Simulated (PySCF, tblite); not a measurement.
Complex of methylammonium and hydrogen sulfide

A gas-phase complex of methylammonium and hydrogen sulfide; charge +1, singlet. The structure comes from a short search (6 tight-binding starts) and was relaxed by PBE0-D3(BJ)/def2-SVPD; another way of binding may lie lower. No frequency run checks that it is a minimum.

Parts: 1 = methylammonium (C[NH3+]), atoms 1–8, charge +1; 2 = hydrogen sulfide (S), atoms 9–11.

Coordinates in Å:
```
C1     -0.692   -0.087   -0.320
N2      0.769   -0.005   -0.064
H3     -0.879   -0.784   -1.143
H4     -1.187   -0.436    0.592
H5     -1.057    0.912   -0.581
H6      1.163   -0.915    0.190
H7      1.282    0.328   -0.886
H8      0.969    0.662    0.731
S9      0.995    2.098    2.403
H10     2.073    2.847    2.078
H11     1.675    1.385    3.330
```

| contact | kind (by geometry) | distance (Å) | angle (°) |
| --- | --- | --- | --- |
| H8···S9 | hydrogen bond | 2.204 | 170 |

Interaction energies are complex less parts, with the parts frozen as they stand in it; counterpoise-corrected, in kcal/mol (PySCF).

Give the interaction energy at each level run.


```
                  level  interaction  superposition error removed
wB97M-D3(BJ)/def2-TZVPD       -12.54                        -0.17
 PBE0-D3(BJ)/def2-TZVPD       -14.00                        -0.14
```

What holds them together? Decompose the wB97M-D3(BJ)/def2-TZVPD energy: frozen parts, their antisymmetrised product, then relaxation.

electrostatic -12.0, Pauli repulsion +13.0, orbital relaxation -12.3, dispersion correction -1.4 kcal/mol, which sum to the value before the counterpoise correction; the Pauli term holds the exchange-correlation of the frozen density too. Of the attraction, 48 % is orbital relaxation, 47 % is electrostatic, 5 % is dispersion correction.

The parts were also relaxed and run alone, at the levels used for the complex: shieldings by PBE0/pcSseg-2; core levels by delta-SCF with SCAN, pcX-2 on the ionised atom and pcseg-1 elsewhere, spin-free X2C (2p3/2 is the spin-free 2p value less a third of a first-order spin-orbit splitting).

How do these values change when the complex forms?


| property | alone | in the complex | change |
| --- | --- | --- | --- |
| N2–H8 bond (Å) | 1.026 | 1.057 | +0.030 |
| shielding of H8 (ppm) | 26.67 | 20.24 | -6.42 |
| shielding of S9 (ppm) | 704.4 | 696.1 | -8.4 |
| shielding of N2 (ppm) | 222.9 | 213.9 | -8.9 |
| C1 1s core level (eV) | 298.65 | 297.81 | -0.84 |
| N2 1s core level (eV) | 415.73 | 414.04 | -1.69 |
| S9 2p3/2 core level (eV) | 170.38 | 174.77 | +4.39 |
